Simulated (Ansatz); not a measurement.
SiH$_{4}$⁺, doublet: reading a ladder of total energies

All five atoms lie in one plane.

Geometry: a PBE0/def2-TZVP stationary point for this spin, not checked as a minimum.

```yaml
atoms:
  - { symbol: Si, position_ang: [0.0000, 0.0000, 0.0000] }
  - { symbol: H, position_ang: [-0.0112, 1.0909, 1.0838] }
  - { symbol: H, position_ang: [-0.0168, -1.0838, 1.0907] }
  - { symbol: H, position_ang: [0.0168, 1.0838, -1.0907] }
  - { symbol: H, position_ang: [0.0112, -1.0909, -1.0838] }
```

Basis 6-31G; Ansatz 0.2.0. Correlated methods freeze the noble-gas cores, which leaves 7 electrons in 16 orbitals. Prefix R: restricted or restricted open-shell reference; prefix U: unrestricted.

Full CI is exact within this basis and frozen core; it isn't the basis-set limit. The frozen core follows each run's orbitals, which can shift R against U totals by a few meV.

Runs differ by some tens of microhartree through their thresholds and, for an open shell, their frozen cores, so steps under 0.1 kcal/mol mean nothing.

| level | total energy (hartree) |
| --- | --- |
| UHF | -290.728222 |
| UMP2 | -290.778164 |
| UCCSD | -290.803758 |
| UCCSD(T) | -290.804823 |
| UCCSDT | -290.805413 |
| UCCSDT(Q) | -290.805433 |
| UCCSDTQ | -290.805436 |
| full CI | -290.805435 |

Task: What is the correlation energy at full CI, and what share of it do UMP2 and UCCSD recover?

Result: E(corr) = -290.805435 − (-290.728222) = -0.077213 hartree = -2.101 eV. UMP2: -0.049942 / -0.077213 = 64.68 %. UCCSD: -0.075536 / -0.077213 = 97.83 %.

Task: By how many kcal/mol does UCCSD(T) miss full CI (1 hartree = 627.509 kcal/mol), and which steps make up the rest?

Result: -290.804823 − (-290.805435) = 0.000612 hartree = 0.38 kcal/mol. Steps: UCCSDT − UCCSD(T) = -0.37, UCCSDT(Q) − UCCSDT = -0.01, UCCSDTQ − UCCSDT(Q) = 0.00, full CI − UCCSDTQ = 0.00 kcal/mol. That is within 1 kcal/mol of the reference in this basis, which itself misses far more of the correlation at the basis-set limit.
